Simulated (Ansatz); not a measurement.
We consider rock-salt BaS, described by PBE0 in Ansatz (plane waves, PAW).

Numerical settings: plane-wave cutoff 460 eV, 8×8×8 k mesh, Fermi–Dirac smearing 0.01 eV, scalar-relativistic PAW data made under PBE.

The cell is scaled about its equilibrium volume:

| V (Å³/atom) | P (GPa) | direct gap at Γ (eV) | smallest gap on the k mesh (eV) |
|---|---|---|---|
| 31.190 | 2.63 | 5.578 | 3.731 |
| 31.890 | 1.44 | 5.452 | 3.769 |
| 32.832 | 0.06 | 5.291 | 3.814 |
| 33.652 | -0.99 | 5.158 | 3.848 |
| 34.473 | -1.90 | 5.031 | 3.877 |

The fundamental gap (3.82 eV at the equilibrium volume, on the SCF mesh) lies elsewhere than Γ–Γ.

Spin–orbit coupling is not included.

Ansatz is a program for electronic structure.
